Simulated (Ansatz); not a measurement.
A made-up structure of CH$_{3}$Mg, doublet:

| atom | x (Å) | y (Å) | z (Å) |
| --- | --- | --- | --- |
| C1 | -0.2634 | -0.9604 | 0.2001 |
| Mg2 | 0.3317 | 1.2102 | -0.2521 |
| H3 | -1.3851 | -1.3394 | 0.5105 |
| H4 | 0.4901 | -1.9244 | 0.1695 |
| H5 | 0.8267 | 3.0140 | -0.6280 |

It is relaxed with PBE-D4/def2-SVP and then PBE0-D4/def2-TZVP (Ansatz 0.2.0). Atoms count as bonded within 1.22 times the sum of their covalent radii (H–H: 0.88 Å). The end point is not checked to be a true minimum.

Problem. Does its bonding change? (A judgement: the text doesn't fix the answer.)

Solution. The calculation gives: No: no bond forms or breaks.

Where it ends: The first stage lowers the energy by 0.69 eV in 4 steps. It ends as CH₃Mg ([CH2][MgH]):
```xyz
5
angstrom
C -0.2352 -0.8575 0.1785
Mg 0.2963 1.0806 -0.2252
H -1.2366 -1.1959 0.4559
H 0.4374 -1.7184 0.1515
H 0.7381 2.6913 -0.5607
```

Labels in which every atom is bracketed show which atoms are joined, not bond orders.

For scale, one of the runs: PBE0-D4/def2-TZVP relaxation, 81 basis functions, launched by `ansatz run in.yaml --threads 2 --pin off --events-out ev --progress --plain --max-ram 4352MiB`. The run took about 6 s on 2 CPU threads of an Arm Neoverse V1 (shared host).
